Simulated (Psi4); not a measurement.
# TPSSh/aug-cc-pVDZ run of SiH4S2 (Si(SH)2H2)

Aim: the vertical ionisation energy of SiH4S2 (Si(SH)2H2) at TPSSh/aug-cc-pVDZ, from 2 runs. 

The results are computed with Psi4 1.11.

## 1. Starting point

The species is SiH4S2 (7 atoms), meant as a singlet with charge 0. SMILES: `[H][Si]([H])(S)S`. The shape is that of a GFN2-xTB optimisation. This is one conformer, not always the lowest.

Bond lengths: Si1–S2 2.149 Å, Si1–S4 2.149 Å, S2–H3 1.326 Å, S4–H5 1.326 Å, Si1–H6 1.449 Å, Si1–H7 1.449 Å. Angles: S2–Si1–S4 111.0°, Si1–S2–H3 97.0°, S2–Si1–H6 110.7°, S2–Si1–H7 104.1°, S4–Si1–H6 104.1°, S4–Si1–H7 110.7°, Si1–S4–H5 97.0°, H6–Si1–H7 116.4°.

## 2. Energy and gradient at TPSSh/aug-cc-pVDZ

h4s2si.json

```json
{
 "schema_name": "qcschema_input",
 "schema_version": 1,
 "molecule": {
  "schema_name": "qcschema_molecule",
  "schema_version": 2,
  "symbols": ["Si", "S", "H", "S", "H", "H", "H"],
  "geometry": [-1.10246622, 0.0269286, -0.77337042, -1.14044972, 0.01404067, 3.28708411, 0.57319173, 1.81137808, 3.61549961, 2.70240284, -0.0544808, -2.19314055, 3.53390124, -1.91100444, -0.73145629, -2.12554505, 2.37351491, -1.74421721, -2.44103482, -2.26037701, -1.46043704],
  "molecular_charge": 0,
  "molecular_multiplicity": 1,
  "fix_symmetry": "c1",
  "fix_com": true,
  "fix_orientation": true
 },
 "driver": "gradient",
 "model": {
  "method": "tpssh",
  "basis": "aug-cc-pVDZ"
 },
 "keywords": {
  "puream": true,
  "e_convergence": 1e-09,
  "d_convergence": 1e-08,
  "scf_type": "pk",
  "dft_radial_points": 99,
  "dft_spherical_points": 590,
  "scf_properties": ["MAYER_INDICES", "MULLIKEN_CHARGES", "QUADRUPOLE"]
 }
}
```

Run with:

```bash
$ psi4 --qcschema h4s2si.json -n 1 --memory 1600MB
```

stdout:

```text
[...]
  Running in c1 symmetry.
[...]
  Nuclear repulsion =  194.633787689650205
[...]
  Multiplicity = 1
[...]
  Nalpha       = 25
  Nbeta        = 25
[...]
    Number of basis functions: 117
[...]
   @RKS iter   1: -1088.29882821397905   -1.33850e-01   3.24626e-03 ADIIS/DIIS
[...]
   @RKS iter  10: -1088.39382868303778   -5.02496e-11   8.75979e-09 DIIS
[...]
    Orbital Energies [Eh]
    ---------------------
    Doubly Occupied:
       1A    -88.739290     2A    -88.739207     3A    -66.057191
       4A     -7.874566     5A     -7.874473     6A     -5.825210
       7A     -5.825117     8A     -5.821642     9A     -5.821552
      10A     -5.816370    11A     -5.816276    12A     -5.271434
      13A     -3.621022    14A     -3.619362    15A     -3.617166
      16A     -0.737154    17A     -0.710855    18A     -0.527755
      19A     -0.428793    20A     -0.388959    21A     -0.370350
      22A     -0.347569    23A     -0.314523    24A     -0.264051
      25A     -0.249405
[...]
  @RKS Final Energy: -1088.39382868303778
   => Energetics <=
    Nuclear Repulsion Energy =            194.6337876896502053
    One-Electron Energy =               -1891.2848009006315806
    Two-Electron Energy =                 674.9510583739161120
    DFT Exchange-Correlation Energy =     -66.6938738459726324
    Empirical Dispersion Energy =           0.0000000000000000
    VV10 Nonlocal Energy =                  0.0000000000000000
    Total Energy =                      -1088.3938286830377820
[...]
 Multipole Moments:
 ------------------------------------------------------------------------------------
     Multipole            Electronic (a.u.)      Nuclear  (a.u.)        Total (a.u.)
 ------------------------------------------------------------------------------------
 L = 1.  Multiply by 2.5417464519 to convert [e a0] to [Debye]
 Dipole X            :         -9.1344534            9.0972359           -0.0372174
 Dipole Y            :          0.2580892           -0.2565301            0.0015590
 Dipole Z            :         -6.3792757            6.3553001           -0.0239756
 Magnitude           :                                                    0.0442990
 L = 2.  Multiply by 1.3450342976 to convert [e a0^2] to [Debye ang]
 Quadrupole XX       :       -209.0298799          177.9673510          -31.0625289
 Quadrupole XY       :          7.7670734           -8.2698861           -0.5028126
[...]
  Mulliken Charges: (a.u.)
   Center  Symbol    Alpha    Beta     Spin     Total
       1    SI     6.86959  6.86959  0.00000  0.26082
       2     S     8.20693  8.20693  0.00000 -0.41386
       3     H     0.44209  0.44209  0.00000  0.11582
       4     S     8.20711  8.20711  0.00000 -0.41422
       5     H     0.44207  0.44207  0.00000  0.11585
       6     H     0.41611  0.41611  0.00000  0.16778
       7     H     0.41610  0.41610  0.00000  0.16781
   Total alpha = 25.00000, Total beta = 25.00000, Total charge =  0.00000
  Mayer Bond Indices:
[...]
  -Total Gradient:
     Atom            X                  Y                   Z
    ------   -----------------  -----------------  -----------------
       1       -0.015397250397     0.000351630057    -0.010593089032
       2        0.013638738060     0.014920422732    -0.006670017708
       3       -0.011053258867    -0.012919361561    -0.000166219582
       4       -0.001955076151    -0.015171204187     0.014694717981
       5       -0.003513247828     0.013269791263    -0.010058859867
       6        0.007288189299    -0.010013702954     0.008698587582
       7        0.010992274323     0.009562486482     0.004095259748
[...]
```

The result, in JSON:

```text
{
 "driver": "gradient",
 "model": {
  "method": "tpssh",
  "basis": "aug-cc-pVDZ"
 },
 "success": true,
 "return_result": [-0.015397250396654225, 0.000351630057002974, -0.010593089031640083, 0.01363873805992441, 0.014920422732426164, -0.006670017707766582, -0.011053258867084026, -0.012919361561116977, -0.00016621958242313967, -0.0019550761511211573, -0.015171204186918974, 0.014694717980934024, -0.0035132478284791574, 0.01326979126322636, -0.010058859867204978, 0.007288189298533476, -0.010013702953894449, 0.008698587582317216, 0.010992274323051873, 0.00956248648177821, 0.0040952597484012684],
 "properties": {
  "calcinfo_nbasis": 117,
  "calcinfo_nmo": 117,
  "calcinfo_nalpha": 25,
  "calcinfo_nbeta": 25,
  "calcinfo_natom": 7,
  "nuclear_repulsion_energy": 194.6337876896502,
  "return_energy": -1088.3938286830378,
  "return_gradient": [-0.015397250396654225, 0.000351630057002974, -0.010593089031640083, 0.01363873805992441, 0.014920422732426164, -0.006670017707766582, -0.011053258867084026, -0.012919361561116977, -0.00016621958242313967, -0.0019550761511211573, -0.015171204186918974, 0.014694717980934024, -0.0035132478284791574, 0.01326979126322636, -0.010058859867204978, 0.007288189298533476, -0.010013702953894449, 0.008698587582317216, 0.010992274323051873, 0.00956248648177821, 0.0040952597484012684],
  "scf_one_electron_energy": -1891.2848009006316,
  "scf_two_electron_energy": 674.9510583739161,
  "scf_xc_energy": -66.69387384597263,
  "scf_dipole_moment": [-0.03721744620914613, 0.0015590399734156657, -0.02397559645180003],
  "scf_total_energy": -1088.3938286830378,
  "scf_total_gradient": [-0.015397250396654225, 0.000351630057002974, -0.010593089031640083, 0.01363873805992441, 0.014920422732426164, -0.006670017707766582, -0.011053258867084026, -0.012919361561116977, -0.00016621958242313967, -0.0019550761511211573, -0.015171204186918974, 0.014694717980934024, -0.0035132478284791574, 0.01326979126322636, -0.010058859867204978, 0.007288189298533476, -0.010013702953894449, 0.008698587582317216, 0.010992274323051873, 0.00956248648177821, 0.0040952597484012684],
  "scf_iterations": 10
 }
}
```

Run time: 68 s. Hardware: 1 thread of AMD EPYC 9R45 (Zen 5), shared host; peak memory 0.79 GiB.

## 3. The doublet cation

run.py

```python
import psi4

psi4.set_memory('1600 MB')
psi4.set_num_threads(1)
psi4.core.set_output_file('run.log', False)

m = psi4.geometry("""
1 2
Si    -0.583400     0.014250    -0.409250
S     -0.603500     0.007430     1.739450
H      0.303320     0.958540     1.913240
S      1.430050    -0.028830    -1.160560
H      1.870060    -1.011260    -0.387070
H     -1.124790     1.256010    -0.923000
H     -1.291740    -1.196140    -0.772830
symmetry c1
no_reorient
no_com
""")

psi4.set_options({
    'reference': 'uks',
    'puream': True,
    'e_convergence': 1e-09,
    'd_convergence': 1e-08,
    'scf_type': 'pk',
    'dft_radial_points': 99,
    'dft_spherical_points': 590,
    'maxiter': 200,
})

energy_value, wavefunction = psi4.gradient("tpssh/aug-cc-pVDZ", molecule=m, return_wfn=True)
print('gradient / Eh bohr^-1')
print(energy_value.np.round(6))
print(f'energy = {wavefunction.energy():.10f} Eh')
for k, v in sorted(psi4.core.scalar_variables().items()):
    print(f'{k:45s} {v:18.10f}')
```

Run with:

```bash
$ python run.py
```

run.log, shortened:

```text
[...]
  Running in c1 symmetry.
[...]
  Nuclear repulsion =  194.633787607452604
[...]
  Multiplicity = 2
[...]
  Nalpha       = 25
  Nbeta        = 24
[...]
    Number of basis functions: 117
[...]
   @UKS iter   1: -1088.01988413233266    1.45094e-01   1.96466e-03 DIIS/ADIIS
[...]
   @UKS iter  13: -1088.05314502599686   -6.36646e-12   3.13584e-09 DIIS
[...]
   @S^2 Observed:                7.560620429E-01
[...]
  @UKS Final Energy: -1088.05314502599686
   => Energetics <=
    Nuclear Repulsion Energy =            194.6337876074526037
    One-Electron Energy =               -1879.7889204491282271
    Two-Electron Energy =                 663.5219627569530303
    DFT Exchange-Correlation Energy =     -66.4199749412741909
    Empirical Dispersion Energy =           0.0000000000000000
    VV10 Nonlocal Energy =                  0.0000000000000000
    Total Energy =                      -1088.0531450259968551
[...]
 Multipole Moments:
 ------------------------------------------------------------------------------------
     Multipole            Electronic (a.u.)      Nuclear  (a.u.)        Total (a.u.)
 ------------------------------------------------------------------------------------
 L = 1.  Multiply by 2.5417464519 to convert [e a0] to [Debye]
 Dipole X            :         -8.7929583            9.0972361            0.3042778
 Dipole Y            :          0.2488617           -0.2565303           -0.0076686
 Dipole Z            :         -6.1434498            6.3553001            0.2118504
 Magnitude           :                                                    0.3708427
[...]
  -Total Gradient:
     Atom            X                  Y                   Z
    ------   -----------------  -----------------  -----------------
       1        0.006900454018    -0.000180122074     0.004944893339
       2        0.007639167160     0.015979206819    -0.009894101470
       3       -0.012292432187    -0.016992532248    -0.002789670959
       4       -0.007097460805    -0.015973938415     0.010167505557
       5       -0.006270812022     0.017447401144    -0.010242223053
       6        0.004848506913    -0.011697023582     0.004515586043
       7        0.006274349780     0.011417018002     0.003299376069
[...]
```

On the terminal:

```text
gradient / Eh bohr^-1
[[ 0.0069   -0.00018   0.004945]
 [ 0.007639  0.015979 -0.009894]
 [-0.012292 -0.016993 -0.00279 ]
 [-0.007097 -0.015974  0.010168]
 [-0.006271  0.017447 -0.010242]
 [ 0.004849 -0.011697  0.004516]
 [ 0.006274  0.011417  0.003299]]
energy = -1088.0531450260 Eh
CURRENT ENERGY                                  -1088.0531450260
CURRENT REFERENCE ENERGY                        -1088.0531450260
DD SOLVATION ENERGY                                 0.0000000000
DFT FUNCTIONAL TOTAL ENERGY                     -1088.0531450260
DFT TOTAL ENERGY                                -1088.0531450260
DFT VV10 ENERGY                                     0.0000000000
DFT XC ENERGY                                     -66.4199749413
GRID ELECTRONS ALPHA                               24.9999995465
GRID ELECTRONS BETA                                23.9999995367
GRID ELECTRONS TOTAL                               48.9999990831
NUCLEAR REPULSION ENERGY                          194.6337876075
ONE-ELECTRON ENERGY                             -1879.7889204491
PCM POLARIZATION ENERGY                             0.0000000000
PE ENERGY                                           0.0000000000
SCF ITERATION ENERGY                            -1088.0531450260
SCF ITERATIONS                                     13.0000000000
SCF TOTAL ENERGY                                -1088.0531450260
TWO-ELECTRON ENERGY                               663.5219627570
XC GRID RADIAL POINTS                              99.0000000000
XC GRID SPHERICAL POINTS                          590.0000000000
XC GRID TOTAL POINTS                           394008.0000000000
```

Wall time 1.9 min (1 thread of AMD EPYC 9R45 (Zen 5), shared host); peak memory 0.84 GiB.

## 4. What came out

Level: TPSSh/aug-cc-pVDZ.

```
                                          quantity           value
                      singlet SiH4S2: total energy  -1088.39383 Eh
                     singlet SiH4S2: dipole moment          0.11 D
                       singlet SiH4S2: HOMO energy        -6.79 eV
                       singlet SiH4S2: LUMO energy        -0.60 eV
                     singlet SiH4S2: HOMO–LUMO gap         6.18 eV
          singlet SiH4S2: largest force on an atom      1.095 eV/Å
                      doublet cation: total energy  -1088.05315 Eh
doublet cation: HOMO energy (highest over α and β)       -12.74 eV
 doublet cation: LUMO energy (lowest over α and β)       -11.76 eV
                              doublet cation: ⟨S²⟩           0.756
          doublet cation: largest force on an atom      1.089 eV/Å
vertical ionisation energy (to the doublet cation)        9.270 eV
```

What this shows: The vertical ionisation energy comes to 9.27 eV (894 kJ/mol). The largest force (singlet SiH4S2) is 1.09 eV/Å: the shape isn't a stationary point for this species at this level. The negative HOMO energy of the first species, 6.79 eV, lies 2.48 eV below that difference.
